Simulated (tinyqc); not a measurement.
Extended Hueckel theory, for CH4+, step by step. The parameters take no account of the charge, which enters only through the electron count. Computed by tinyqc, a small Python program that keeps every step (integrals from PySCF). Settings: charge = 1, K = 2.0, weighted = 1, multiplicity = 2. Command: `OMP_NUM_THREADS=1 python tinyqc.py 21515 21516 out.jsonl` (the two numbers bound the seeds that draw the settings). One thread of a shared host (Intel(R) Xeon(R) Processor @ 2.60GHz), about 0.01 s of CPU time with the checks.

## Overlaps

Geometry (angstrom):
```
atom,x,y,z
C,0.000000,0.000000,0.000000
H,0.634000,0.634000,0.634000
H,0.634000,-0.634000,-0.634000
H,-0.634000,0.634000,-0.634000
H,-0.634000,-0.634000,0.634000
```

Parameters chosen for this run:
```
element,shell,Slater exponent,H_ii (eV)
C,2s,1.625000,-21.400000
C,2p,1.625000,-11.400000
H,1s,1.300000,-13.600000
```

Slater orbitals, each expanded in six Gaussians scaled to its exponent.

overlap S, lower triangle:
```
,1C 2s,1C 2px,1C 2py,1C 2pz,2H 1s,3H 1s,4H 1s,5H 1s
1C 2s,1.000000
1C 2px,0.000000,1.000000
1C 2py,0.000000,0.000000,1.000000
1C 2pz,0.000000,0.000000,0.000000,1.000000
2H 1s,0.487786,0.282115,0.282115,0.282115,1.000000
3H 1s,0.487786,0.282115,-0.282115,-0.282115,0.145008,1.000000
4H 1s,0.487786,-0.282115,0.282115,-0.282115,0.145008,0.145008,1.000000
5H 1s,0.487786,-0.282115,-0.282115,0.282115,0.145008,0.145008,0.145008,1.000000
```

## Wolfsberg-Helmholz matrix

diagonal H_ii (eV): 1C 2s -21.400000, 1C 2px -11.400000, 1C 2py -11.400000, 1C 2pz -11.400000, 2H 1s -13.600000, 3H 1s -13.600000, 4H 1s -13.600000, 5H 1s -13.600000

K = 2.000000

H_ij = K' S_ij (H_ii + H_jj)/2 for i != j (the diagonal keeps H_ii), with K' = K + D^2 + D^4 (1 - K), D = (H_ii - H_jj)/(H_ii + H_jj), K = 2.

H (eV), lower triangle:
```
,1C 2s,1C 2px,1C 2py,1C 2pz,2H 1s,3H 1s,4H 1s,5H 1s
1C 2s,-21.400000
1C 2px,0.000000,-11.400000
1C 2py,0.000000,0.000000,-11.400000
1C 2pz,0.000000,0.000000,0.000000,-11.400000
2H 1s,-17.475405,-7.079962,-7.079962,-7.079962,-13.600000
3H 1s,-17.475405,-7.079962,7.079962,7.079962,-3.944208,-13.600000
4H 1s,-17.475405,7.079962,-7.079962,7.079962,-3.944208,-3.944208,-13.600000
5H 1s,-17.475405,7.079962,7.079962,-7.079962,-3.944208,-3.944208,-3.944208,-13.600000
```

## Orbitals

valence electrons = 7

Solve H C = S C e through S^(-1/2); fill by pairs from the bottom, a degenerate level sharing its electrons equally; each orbital has its largest coefficient positive (the first on a tie).

orbital energies (eV): -26.989140  -16.557336  -16.557336  -16.557336  10.177207  10.177207  10.177207  51.926769

occupations: 2.000000  1.666667  1.666667  1.666667  0.000000  0.000000  0.000000  0.000000

coefficients:
```
,MO1,MO2,MO3,MO4,MO5,MO6,MO7,MO8
1C 2s,0.590474,0.000000,0.000000,0.000000,0.000000,0.000000,0.000000,1.618847
1C 2px,0.000000,0.266399,-0.374782,0.319799,-0.765214,-0.764539,0.330856,0.000000
1C 2py,0.000000,-0.219301,0.235351,0.458496,-0.759141,0.454958,-0.704454,0.000000
1C 2pz,0.000000,-0.441181,-0.343293,-0.034803,-0.343060,0.698593,0.820863,0.000000
2H 1s,0.191408,-0.210928,-0.258373,0.397946,1.012290,-0.210875,-0.242453,-0.693295
3H 1s,0.191408,0.496102,-0.142823,-0.055608,-0.182674,1.039759,-0.116248,-0.693295
4H 1s,0.191408,-0.023829,0.510310,0.092864,-0.189258,-0.282372,1.006196,-0.693295
5H 1s,0.191408,-0.261346,-0.109115,-0.435201,-0.640358,-0.546512,-0.647495,-0.693295
```

sum of one-electron energies = -136.764958 eV

Within a degenerate level the vectors are fixed only up to a rotation; this is one choice.

## Mulliken analysis

P = C n C^T; charge = valence electrons (C 4, H 1) minus the sum of (P S)_ii on the atom; overlap population = 2 sum P_ij S_ij between two atoms.

charges: 1C 0.345762, 2H 0.163560, 3H 0.163560, 4H 0.163560, 5H 0.163560

Overlap populations:
```
pair,value
2-1,0.694206
3-1,0.694206
3-2,-0.022189
4-1,0.694206
4-2,-0.022189
4-3,-0.022189
5-1,0.694206
5-2,-0.022189
5-3,-0.022189
5-4,-0.022189
```
